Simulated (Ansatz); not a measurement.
Relaxation of C2HFO2 (6 atoms, charge 0, multiplicity 1), to a largest force component of 0.02 eV/Å in at most 50 steps.

Method: RKS PBE-D4/def2-SVP in Ansatz.

```xyz
6
Properties=species:S:1:pos:R:3:forces:R:3
O -0.688 -1.848 0.138 0.74 -0.08 -0.40
C -0.046 -0.839 -0.007 -4.22 -2.15 1.13
O 1.127 -0.378 -0.236 4.13 0.83 -0.78
C 0.084 0.572 0.063 -2.62 1.55 -1.73
F -0.427 1.328 -1.010 1.16 -0.79 1.30
H -0.008 1.101 1.006 0.81 0.64 0.49
```

Where does it end, and by what steps?

The run converged. After 6 steps the energy has fallen by 0.460 eV; H6 moved furthest, 0.15 Å.

```tsv
step	energy less start (eV)	largest force component (eV/Å)	accepted
0	0.0000	4.221	yes
1	-0.3574	2.087	yes
2	-0.4417	0.640	yes
3	-0.4560	0.217	yes
4	-0.4587	0.263	yes
5	-0.4598	0.108	yes
6	-0.4604	0.018	yes
```

```xyz
6
Properties=species:S:1:pos:R:3
O -0.644 -1.946 0.071
C -0.120 -0.873 0.029
O 1.112 -0.348 -0.200
C -0.017 0.583 0.064
F -0.390 1.324 -0.990
H 0.101 1.194 0.979
```

Time of the run: 12 s on 1 thread of Arm Neoverse V2, on a shared host, peak memory 0.13 GiB.
